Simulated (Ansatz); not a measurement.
fcc Ir: how far can PBE be trusted?

Programs: Ansatz (a program for electronic structure).

| property | PBE | LDA | PBEsol | HSE06 | reference | PBE less reference |
|---|---|---|---|---|---|---|
| lattice parameter a (Å) | 3.871 | 3.811 | 3.830 | 3.825 | 3.831 | +1.04 % |
| bulk modulus B0 (GPa) | 347 | 405 | 386 | 397 | 365 | -4.9 % |
| cohesive energy (eV/atom) | 7.34 | 9.30 | 8.39 | – | 6.96 | not scored |
| elastic constant C11 (GPa) | 584 | 672 | 646 | 670 | 590* | -1.0 % |
| elastic constant C44 (GPa) | 256 | 292 | 283 | 280 | 262* | -2.3 % |
| Voigt–Reuss–Hill shear modulus (GPa) | 221 | 251 | 244 | 247 | – | – |

PBE is well off the measurement for the lattice constant a (+1.04 %, at least halved by PBEsol, HSE06). It does well for the bulk modulus (-4.9 %). In between, or not called against an uncorrected reference: elastic constant C11 (-1.0 %), elastic constant C44 (-2.3 %). Where no measured value is used, PBE differs from HSE06 by -10.5 % in the Voigt–Reuss–Hill shear modulus.

A star marks values at room or unstated temperature without corrections; heat and zero-point motion as a rule enlarge cells and lower moduli and gaps.

Called good within 5.0 % for the bulk modulus.

Called well off clearly beyond 0.50 % for the lattice constant a, 10.0 % for the bulk modulus (bounds picked here from the quality of each reference).

Not scored: cohesive energy (spin–orbit coupling left out).

The references are measured values: lattice constant a corrected to a static lattice, bulk modulus corrected to a static lattice, cohesive energy corrected to a static lattice, elastic constant C11 unstated, elastic constant C44 unstated.

Unless a row names a cell, each level is at its own relaxed cell.

Caveats: hybrids on metals are sensitive to the k mesh (HSE06). Ansatz's density-functional and Hartree–Fock values are scalar-relativistic unless marked +SOC, with PAW data made under PBE.

References as tabulated in Mehl and Papaconstantopoulos (1996), arXiv:mtrl-th/9602003; Mejia-Rodriguez and Trickey (2018), arXiv:1807.09216; Levämäki et al. (2014), arXiv:1402.3671; Jana et al. (2018), arXiv:1807.00350.
